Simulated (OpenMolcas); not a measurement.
# N2O (SMILES N#[N+][O-]) at 6 levels

Aim: a comparison of 6 runs (UHF/STO-3G, B2PLYP/STO-3G, PBE/STO-3G, SVWN5/STO-3G, r2SCAN/STO-3G, ACPF/STO-3G) of N2O. 

The results are computed with OpenMolcas 26.06.

1 further run of the same task is left out (for a known fault of the program).

### Step 1. The molecule

N2O: 3 atoms, total charge 0, spin state singlet. As SMILES, `N#[N+][O-]`. The N2–O3 distance was set to 1.762 Å, away from the relaxed value.

Bond lengths: N1–N2 1.118 Å. A long bond or contact: N2–O3 1.762 Å.

### Step 2. A single-point energy at UHF/STO-3G (run 1)

The input, run.input:

```
&GATEWAY
BASLIB=$CurrDir
COORD
3
angstrom
N       -0.775957       1.518464      -0.254652
N       -0.272657       0.533664      -0.089552
O        0.520100      -1.017800       0.170700
BASIS=STO-3G
GROUP=NoSym
&SEWARD
&SCF
UHF
THRESHOLDS=1e-10 1e-07 1e-07 1e-05
SCRAMBLE=0.25
PRORBITALS=1 1
```

The basis set STO-3G is read from a file made from the Basis Set Exchange's data (not shown).

The run is started by

```bash
$ export MOLCAS_MEM=1860
$ pymolcas run.input > run.log
```

Standard output:

```text
--- Start Module: gateway ---
[...]
--- Stop Module: gateway /rc=_RC_ALL_IS_WELL_ ---
--- Start Module: seward ---
[...]
      Basis functions           15
--- Stop Module: seward /rc=_RC_ALL_IS_WELL_ ---
--- Start Module: scf ---
[...]
       Convergence after 145 Iterations
[...]
::    Total SCF energy                               -181.2045376134
[...]
      Total spin, S                                     0.5381592871
[...]
      Total electronic charge=   22.000000
      Total            charge=   -0.000000
[...]
      Dipole Moment (debye):
      Origin of the operator (angstrom)=   -0.1447    0.2831   -0.0475
                   X= -2.7704E-01               Y=  5.4204E-01               Z= -9.0837E-02           Total=  6.1548E-01
      Quadrupole Moment (debye*angstrom):
[...]
--- Stop Module: scf /rc=_RC_ALL_IS_WELL_ ---
[...]
```

Wall time 5.1 s (1 thread of Arm Neoverse V1, shared host); peak memory 0.37 GiB.

### Step 3. The energy at B2PLYP/STO-3G (run 2)

The input, run.inp:

```
>>> EXPORT MOLCAS_PRINT=2

&gateway
  baslib=$CurrDir
  coord
  3
  angstrom
  N       -0.775957       1.518464      -0.254652
  N       -0.272657       0.533664      -0.089552
  O        0.520100      -1.017800       0.170700
  basis=STO-3G
  group=NoSym

&seward
  gridinput
  Grid=UltraFine
  End of Grid

&scf
  ksdft=B2PLYP_SCF
  thresholds=1e-10 1e-07 1e-07 1e-05
  prorbitals=1 1

&mbpt2
  frozen=3
```

The basis set STO-3G is read from a file made from the Basis Set Exchange's data (not shown).

The run is started by

```bash
$ export MOLCAS_MEM=1860
$ pymolcas run.inp > run.log
```

Standard output:

```text
--- Start Module: gateway ---
[...]
--- Stop Module: gateway /rc=_RC_ALL_IS_WELL_ ---
[...]
      Basis functions           15
[...]
--- Start Module: scf ---
[...]
       Convergence after  14 Iterations
[...]
::    Total KS-DFT energy                            -181.7449621422
[...]
      Total spin, S                                     0.0000000000
[...]
      Total electronic charge=   22.000000
      Total            charge=   -0.000000
[...]
      Dipole Moment (debye):
      Origin of the operator (angstrom)=   -0.1447    0.2831   -0.0475
                   X= -3.6966E-01               Y=  7.2343E-01               Z= -1.2135E-01           Total=  8.2142E-01
      Quadrupole Moment (debye*angstrom):
[...]
--- Stop Module: scf /rc=_RC_ALL_IS_WELL_ ---
[...]
--- Start Module: mbpt2 ---
[...]
 ###    WARNING: MP2 implementation intended for RHF references only         ###
 ###############################################################################
MBPT2 WARNING: Reference function according to RunFile:KS-DFT
I'll assume you know what you're doing and continue
WARNING!
Default frozen orbitals as non valence orbitals is overwritten by user input.
Default values:   3
[...]
       Reference weight ( Cref**2 )         =        0.84443
::    Total MBPT2 energy                             -181.9980975287
[...]
      Total MBPT2 calculations                           0.04      0.04
--- Stop Module: mbpt2 /rc=_RC_ALL_IS_WELL_ ---
[...]
```

Run time: 3.6 s. Hardware: 1 thread of Arm Neoverse V1, shared host; peak memory 0.37 GiB.

### Step 4. The energy at PBE/STO-3G (run 3)

The input, run.inp:

```
>>> EXPORT MOLCAS_PRINT=2

&gateway
 baslib = $CurrDir
 coord
 3
 angstrom
 N       -0.775957       1.518464      -0.254652
 N       -0.272657       0.533664      -0.089552
 O        0.520100      -1.017800       0.170700
 basis = STO-3G
 group = NoSym

&seward
 gridinput
 Grid=UltraFine
 End of Grid

&scf
 ksdft = PBE
 thresholds = 1e-10 1e-07 1e-07 1e-05
 prorbitals = 1 1
```

The basis set STO-3G is read from a file made from the Basis Set Exchange's data (not shown).

The run is started by

```bash
$ export MOLCAS_MEM=1860
$ pymolcas run.inp > run.log
```

Standard output:

```text
--- Start Module: gateway ---
[...]
--- Stop Module: gateway /rc=_RC_ALL_IS_WELL_ ---
--- Start Module: seward ---
[...]
      Basis functions           15
--- Stop Module: seward /rc=_RC_ALL_IS_WELL_ ---
--- Start Module: scf ---
[...]
       Convergence after  22 Iterations
[...]
::    Total KS-DFT energy                            -181.8605058255
[...]
      Total spin, S                                     0.0000000000
[...]
      Total electronic charge=   22.000000
      Total            charge=   -0.000000
[...]
      Dipole Moment (debye):
      Origin of the operator (angstrom)=   -0.1447    0.2831   -0.0475
                   X=  1.8156E-02               Y= -3.5508E-02               Z=  5.9433E-03           Total=  4.0321E-02
      Quadrupole Moment (debye*angstrom):
[...]
--- Stop Module: scf /rc=_RC_ALL_IS_WELL_ ---
[...]
```

Wall time 4.8 s (1 thread of Arm Neoverse V1, shared host); peak memory 0.37 GiB.

Runs 4 to 5 aren't shown in full; the table further down has their settings and results.

### Step 5. The energy at ACPF/STO-3G (run 6)

The input, run.inp:

```
* N2O ACPF

&GATEWAY
 BasLib = $CurrDir
 Coord
 3
 angstrom
 N       -0.775957       1.518464      -0.254652
 N       -0.272657       0.533664      -0.089552
 O        0.520100      -1.017800       0.170700
 Basis = STO-3G
 Group = NoSym

&SEWARD

&SCF
 Thresholds = 1e-10 1e-07 1e-07 1e-05
 PrOrbitals = 1 1

&MOTRA
 Frozen = 3

&GUGA
 Electrons = 16
 Spin = 1
 Inactive = 8
 Active = 0
 CIAll = 1

&CPF
 ACPF
```

The basis set STO-3G is read from a file made from the Basis Set Exchange's data (not shown).

The run is started by

```bash
$ export MOLCAS_MEM=1860
$ pymolcas run.inp > run.log
```

Standard output:

```text
--- Start Module: gateway ---
[...]
--- Stop Module: gateway /rc=_RC_ALL_IS_WELL_ ---
[...]
      Basis functions           15
[...]
       Convergence after  14 Iterations
[...]
::    Total SCF energy                               -181.1743906260
[...]
      Total spin, S                                     0.0000000000
[...]
      *** WARNING: Default frozen orbitals is overwritten by user input.
      *** Default values:   3
[...]
--- Start Module: guga ---
[...]
--- Stop Module: guga /rc=_RC_ALL_IS_WELL_ ---
--- Start Module: cpf ---
[...]
      Active orbitals                            0       0
[...]
      Spin quantum number                      0.0
[...]
     FINAL ACPF ENERGY        -181.37386047
     FINAL CORRELATION ENERGY   -0.19946985  REFERENCE ENERGY    -181.17439063
[...]
      Title:  ACPF natural orbitals
[...]
      Total electronic charge=   22.000000
      Total            charge=   -0.000000
[...]
      Dipole Moment (debye):
      Origin of the operator (angstrom)=   -0.1447    0.2831   -0.0475
                   X= -2.7850E-01               Y=  5.4504E-01               Z= -9.1430E-02           Total=  6.1886E-01
      Quadrupole Moment (debye*angstrom):
[...]
--- Stop Module: cpf /rc=_RC_ALL_IS_WELL_ ---
[...]
```

Run time: 1.8 s. Hardware: 1 thread of Arm Neoverse V1, shared host; peak memory 0.37 GiB.

### Step 6. All runs side by side

```csv
run,level,scramble,frozen core orbitals,energy (Eh),dipole moment (D) of the reference,HOMO energy (eV),LUMO energy (eV),wall time
1,UHF/STO-3G,0.25,–,-181.204538,0.62,-9.86,6.75,5.1 s
2,B2PLYP/STO-3G,–,3,-181.813309,0.82,-6.02,2.73,3.6 s
3,PBE/STO-3G,–,–,-181.860506,0.04,-2.87,-1.72,4.8 s
4,SVWN5/STO-3G,–,–,-180.608480,0.08,-2.86,-1.91,4.2 s
5,r2SCAN/STO-3G,–,–,-181.982673,0.16,-3.23,-1.19,5.1 s
6,ACPF/STO-3G,–,3,-181.373860,1.04,-9.50,6.28,1.8 s
```

### Step 7. Outcome

| quantity | value |
| --- | --- |
| run 6: total energy | -181.37386 Eh |
| run 6: dipole moment (mean-field density) | 1.04 D |
| run 6: HOMO energy (Hartree–Fock orbitals) | -9.50 eV |
| run 6: LUMO energy (Hartree–Fock orbitals) | 6.28 eV |
| run 6: HOMO–LUMO gap (Hartree–Fock orbitals) | 15.78 eV |
| run 6: correlation energy (3 core orbitals frozen) | -199.5 mEh |

Over runs 1, 2, 3, 4, 5 the dipole moment (its size) runs from 0.04 D (PBE/STO-3G) to 0.82 D (B2PLYP/STO-3G). The two dipoles point in opposite directions. A double hybrid's value is that of its SCF part. Over runs 1, 2, 3, 4, 5 the HOMO–LUMO gap runs from 0.96 eV (SVWN5/STO-3G) to 16.61 eV (UHF/STO-3G). For B2PLYP the log adds the whole second-order term; the table takes 0.27 of it, as the functional is defined. Totals of different functionals can't be ranked against each other. In runs 1, 2, 3, 4, 5, 6 the basis is minimal, so the values are rough. Spin contamination of the reference: run 1 ⟨S²⟩ = 0.83. Where it is this large, the reference is a mixture of spin states, and values that rest on it are in doubt. All runs together took 25 s, the longest 5.1 s.
